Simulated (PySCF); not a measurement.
From results back to the method.

Species: C₄H₇F.
Atom-mapped SMILES: `[CH3:1]/[CH:2]=[CH:3]/[CH2:4][F:5]` (hydrogens: H6, H7, H8 on C1; H9 on C2; H10 on C3; H11, H12 on C4)

The closed-shell ground state was solved 7 times with PySCF (density fitting, gas phase), always in the def2-SVPD basis (159 functions), with these functionals: B3LYP, BHandHLYP, CAM-B3LYP, HF, PBE, PBE0 and wB97X-D. Isolated species at its PBE0-D3(BJ)/def2-SVP geometry (one conformer only).

| row | total energy (Eh) | HOMO (eV) | LUMO (eV) | dipole (D) |
| --- | --- | --- | --- | --- |
| P | -256.1991 | -9.05 | 2.22 | 1.70 |
| Q | -255.9685 | -6.06 | -0.64 | 1.58 |
| R | -256.1386 | -8.20 | 1.31 | 1.78 |
| S | -256.2859 | -7.00 | 0.14 | 1.68 |
| T | -254.7800 | -9.67 | 2.78 | 1.85 |
| U | -255.9921 | -7.20 | 0.39 | 1.68 |
| V | -256.1628 | -8.53 | 1.47 | 1.73 |

Task: Which functional belongs to which row?

Result: P = wB97X-D, Q = PBE, R = BHandHLYP, S = B3LYP, T = HF, U = PBE0, V = CAM-B3LYP. By rising HOMO–LUMO gap: PBE (GGA) 5.42 eV; B3LYP (global hybrid, 20 % exact exchange) 7.14 eV; PBE0 (global hybrid, 25 % exact exchange) 7.59 eV; BHandHLYP (global hybrid, 50 % exact exchange) 9.51 eV; CAM-B3LYP (range-separated hybrid) 10.00 eV; wB97X-D (range-separated hybrid) 11.27 eV; HF (all exact exchange) 12.45 eV. Total energies of different functionals aren't bounds to one another; each is stationary for its own functional.

Conformer computed: `[CH3:1]/[CH:2]=[CH:3]/[CH2:4][F:5]`: C2–C3–C4–F5 1°.

wB97X-D is run here without its empirical dispersion term; that term would change no orbital, density or response property at a fixed geometry.
